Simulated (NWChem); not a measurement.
benzene (C₆H₆); SMILES c1ccccc1

```xyz
12

C      0.9864     0.9864     0.0000
C     -0.3610     1.3474     0.0000
C     -1.3474     0.3610     0.0000
C     -0.9864    -0.9864     0.0000
C      0.3610    -1.3474     0.0000
C      1.3474    -0.3610     0.0000
H      1.7592     1.7592     0.0000
H     -0.6439     2.4031     0.0000
H     -2.4031     0.6439     0.0000
H     -1.7592    -1.7592     0.0000
H      0.6439    -2.4031     0.0000
H      2.4031    -0.6439     0.0000
```
Atoms are numbered in this order, from 1.

All runs: NWChem. Pople sets run with spherical d functions. Coordinates come from a PBE0/def2-SVP optimisation. Total energies compare along this basis series because the functional is fixed.

```json
[
 {"level": "Hartree-Fock/STO-3G", "basis functions": "36", "energy (Ha)": "-227.8903", "highest occupied level (eV)": "-7.61", "orbital gap (eV)": "14.93"},
 {"level": "Hartree-Fock/3-21G", "basis functions": "66", "energy (Ha)": "-229.4170", "highest occupied level (eV)": "-9.19", "orbital gap (eV)": "13.22"},
 {"level": "Hartree-Fock/6-31G*", "basis functions": "96", "energy (Ha)": "-230.7007", "highest occupied level (eV)": "-8.97", "orbital gap (eV)": "12.98"},
 {"level": "Hartree-Fock/6-311G**", "basis functions": "144", "energy (Ha)": "-230.7523", "highest occupied level (eV)": "-9.11", "orbital gap (eV)": "12.75"}
]
```
